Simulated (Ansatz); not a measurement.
Process, species as SMILES: N (NH3) → 3 H atom + N atom
B3LYP-D3(BJ)/def2-TZVP geometries, fixed; electronic energies without zero-point terms.

Energies in hartree at MP2 with Ansatz (an electronic-structure program); the atomisation energy is their sum with the coefficients shown, times 627.509 kcal/mol a hartree. All functions are spherical. Cores are frozen. Open shells are unrestricted. No added dispersion term, no relativity.

```json
[
 {"species": "N (NH3)", "coefficient": "-1", "part": "Hartree-Fock", "cc-pVDZ": "-56.19547", "cc-pVTZ": "-56.21775", "cc-pVQZ": "-56.22299"},
 {"species": "N (NH3)", "coefficient": "-1", "part": "correlation", "cc-pVDZ": "-0.18633", "cc-pVTZ": "-0.23511", "cc-pVQZ": "-0.25157"},
 {"species": "H atom", "coefficient": "+3", "part": "Hartree-Fock", "cc-pVDZ": "-0.49928", "cc-pVTZ": "-0.49981", "cc-pVQZ": "-0.49995"},
 {"species": "N atom", "coefficient": "+1", "part": "Hartree-Fock", "cc-pVDZ": "-54.39111", "cc-pVTZ": "-54.40069", "cc-pVQZ": "-54.40372"},
 {"species": "N atom", "coefficient": "+1", "part": "correlation", "cc-pVDZ": "-0.07074", "cc-pVTZ": "-0.09593", "cc-pVQZ": "-0.10388"}
]
```

Task: Predict the atomisation energy in cc-pV5Z (X = 5): let each Hartree-Fock step shrink by the ratio of the last two, and fit each correlation energy at X = 3 and 4 to E + A/X^3. Compare with the run.

Result: 
- N (NH3): steps -0.02228 and -0.00524, ratio 0.235, so Hartree-Fock -56.22422 (run: -56.22463); A = (-0.23511 - (-0.25157))/(1/27 - 1/64) = 0.7687, correlation -0.25157 - A/64 + A/125 = -0.25743 (run: -0.25798).
- H atom: steps -0.00053 and -0.00014, ratio 0.264, so Hartree-Fock -0.49999 (run: -0.49999).
- N atom: steps -0.00958 and -0.00303, ratio 0.316, so Hartree-Fock -54.40468 (run: -54.40444); A = (-0.09593 - (-0.10388))/(1/27 - 1/64) = 0.3713, correlation -0.10388 - A/64 + A/125 = -0.10671 (run: -0.10709).
Predicted 295.11 kcal/mol; the run in cc-pV5Z gives 295.63, a miss of -0.51. Keeping the value in cc-pVQZ, 293.12, would miss by -2.51. All sums are of the energies as printed.
